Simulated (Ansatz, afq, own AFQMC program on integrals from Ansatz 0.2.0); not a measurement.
# B, doublet → B, quartet, worked out

A free B atom.

Both states at this geometry.

Basis cc-pVTZ. Only valence electrons are correlated. Ansatz 0.2.0 and our own AFQMC program on the same integrals; the CISD trial comes from CCSD amplitudes, and released means the phaseless constraint is let go. Error bars are statistical, one sigma.

Total energies in eV. CBS is CCSD(T) at the limit of def2-TZVPP/QZVPP (extrapolated itself); the highest rung of each member is named.

Cautions: B (doublet): the released energies move by 1.5 errors or more from one time to the next, so no released level is given (meV from the phaseless value at times in 1/Eh: 3 ± 3 at 0.24, 2.4 ± 2.0 at 0.51, -0.5 ± 2.4 at 0.99, 0 ± 3 at 1.62, -7 ± 3 at 2.40), though the last usable value meets full CI within the noise, the ph-AFQMC/HF walk drifts between its halves (2.2 errors); B (quartet): another spin lies lower.

```
    member  count  CCSD(T)/cc-pVTZ  highest rung in cc-pVTZ  which  CCSD(T)/CBS
B, quartet     +1        -665.7909                -665.7920    FCI    -665.8671
B, doublet     -1        -669.3484                -669.3598    FCI    -669.4648
```

Work out the best estimate of the vertical spin gap: the CCSD(T)/CBS difference plus the step from CCSD(T) to the highest rung.

Sums with the counts: CCSD(T)/CBS 3.5977 eV, highest rung 3.5678 eV, CCSD(T)/cc-pVTZ 3.5575 eV. The step is 3.5678 − 3.5575 = 0.0103 eV, so the best estimate is 3.5977 + (0.0103) = 3.6080 eV = 83.2 kcal/mol. The basis set is worth 0.040 eV of it. Zero-point, core-correlation and spin–orbit terms aren't in it.

Best estimates are given only where the step beyond CCSD(T) is under 0.3 eV and no member's determinant is very poor (T1 over 0.05, or 0.07 for open shells, ⟨S²⟩ too high by 0.3, two states mixed), so the hardest cases are missing from such tables.

Each member of a difference takes its own highest rung, so a best estimate needn't equal the limit plus the step of one row.
